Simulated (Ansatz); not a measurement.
Process, species as SMILES: [PH2] (PH2) → PH2+ (singlet, bonded as [PH2]) + e-
B3LYP-D3(BJ)/def2-TZVP geometries, fixed; electronic energies without zero-point terms.

The adiabatic ionisation energy at CCSD(T) with Ansatz (a program for electronic structure), in eV, split into its Hartree-Fock and correlation parts. Cores are frozen. A restricted Hartree-Fock determinant is unstable towards unrestricted orbitals. Open shells are unrestricted. No added dispersion term, no relativity. Functions are those of the species that has most.

| basis | X | functions | Hartree-Fock | CCSD(T) |
|---|---|---|---|---|
| aug-cc-pV(D+d)Z | 2 | 50 | 9.323 | 9.642 |
| aug-cc-pV(T+d)Z | 3 | 101 | 9.329 | 9.770 |
| aug-cc-pV(Q+d)Z | 4 | 181 | 9.329 | 9.800 |

Worked estimate of the basis-set limit from each neighbouring pair, with Hartree-Fock from the larger set and the correlation part extrapolated as X^-3.
Correlation parts: X = 2: 0.319, X = 3: 0.441, X = 4: 0.471.
- (2,3): (27·(0.441) - 8·(0.319))/19 = 0.492; with Hartree-Fock 9.329 the estimate is 9.821 eV.
- (3,4): (64·(0.471) - 27·(0.441))/37 = 0.493; with Hartree-Fock 9.329 the estimate is 9.822 eV.
The last two estimates differ by 0.001 eV; the largest set lies 0.022 from the last. Over the last step Hartree-Fock moves by 0.000 and the correlation part by 0.030.
